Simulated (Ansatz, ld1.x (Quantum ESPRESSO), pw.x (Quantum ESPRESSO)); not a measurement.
**What a changed setting does to a pw.x run (sc Ta)**

Potential: norm-conserving Troullier–Martins (Kleinman–Bylander form), ld1.x (Quantum ESPRESSO) 7.5, PBEsol; core [Xe] 4f14, reference 5d3 6s1.75 6p0.25; waves: 6p (bound): rc 4.00 bohr; 5d (bound): rc 1.85 bohr; 5f channel at 0.45 Ry: rc 3.85 bohr; 6s (bound): rc 2.15 bohr; local part: the s channel; core correction: a·sin(br)/r model core, default radius (core density twice the valence density).

The reference run (k-mesh 12³, cutoffs 50/200 Ry, Fermi–Dirac 0.01 Ry, mixing_beta 0.4, conv_thr 1e-9, no spin) gives 0.02 GPa at 19.639 Å³/atom, where all-electron LAPW gives 1.64 GPa. This run, with its own iteration cap, changes k-mesh shift to 1.

```
&control
  calculation='scf', prefix='x', pseudo_dir='./', outdir='./tmp', tstress=.true., disk_io='none'
/
&system
  ibrav=0, nat=1, ntyp=1, ecutwfc=50, ecutrho=200, nbnd=9,
  occupations='smearing', smearing='fd', degauss=0.01
/
&electrons
  conv_thr=1e-09, mixing_beta=0.4, electron_maxstep=60
/
ATOMIC_SPECIES
Ta 1.0 Ta.UPF
CELL_PARAMETERS angstrom
  2.69798661 0.00000000 0.00000000
  0.00000000 2.69798661 0.00000000
  0.00000000 0.00000000 2.69798661
ATOMIC_POSITIONS crystal
Ta 0.0000 0.0000 0.0000
K_POINTS automatic
12 12 12 1 1 1
```

```bash
pw.x < Ta.scf.in > Ta.scf.out
```

Task: How does the run end?

Result: It converges in 7 iterations; the free energy moves by +28.6 meV/atom and the pressure by +0.67 GPa.

```
Message from routine setup:
     using ibrav=0 with symmetry is DISCOURAGED, use correct ibrav instead
     lattice parameter (alat)  =       5.0985  a.u.
     unit-cell volume          =     132.5305 (a.u.)^3
     number of electrons       =         5.00
     number of Kohn-Sham states=            9
     kinetic-energy cutoff     =      50.0000  Ry
     charge density cutoff     =     200.0000  Ry
     scf convergence threshold =      1.0E-09
     Exchange-correlation= PBESOL
     number of k points=    56  Fermi-Dirac smearing, width (Ry)=  0.0100
     iteration #  1     ecut=    50.00 Ry     beta= 0.40
     total energy              =     -16.65842633 Ry
     estimated scf accuracy    <       0.01522857 Ry
     iteration #  2     ecut=    50.00 Ry     beta= 0.40
     total energy              =     -16.65755867 Ry
     estimated scf accuracy    <       0.00381668 Ry
     iteration #  3     ecut=    50.00 Ry     beta= 0.40
     total energy              =     -16.65784659 Ry
     estimated scf accuracy    <       0.00020459 Ry
     iteration #  4     ecut=    50.00 Ry     beta= 0.40
     total energy              =     -16.65786393 Ry
     estimated scf accuracy    <       0.00000450 Ry
     iteration #  5     ecut=    50.00 Ry     beta= 0.40
     total energy              =     -16.65786501 Ry
     estimated scf accuracy    <       0.00000079 Ry
     iteration #  6     ecut=    50.00 Ry     beta= 0.40
     total energy              =     -16.65786509 Ry
     estimated scf accuracy    <       0.00000002 Ry
     iteration #  7     ecut=    50.00 Ry     beta= 0.40
     the Fermi energy is    10.5678 ev
!    total energy              =     -16.65786510 Ry
     estimated scf accuracy    <          6.0E-10 Ry
     smearing contrib. (-TS)   =      -0.00585025 Ry
     The total energy is F=E-TS. E is the sum of the following terms:
     one-electron contribution =       7.60739772 Ry
     hartree contribution      =       0.16982901 Ry
     xc contribution           =     -10.51670800 Ry
     ewald contribution        =     -13.91253358 Ry
     convergence has been achieved in   7 iterations
          total   stress  (Ry/bohr**3)                   (kbar)     P=        6.86
     Message from routine punch:
     Nothing written, as per user request (disk_io='none')
```

The run took about 4.1 s on one core of a shared host (Neoverse-V1, 32 threads, 247 GiB, load 10).
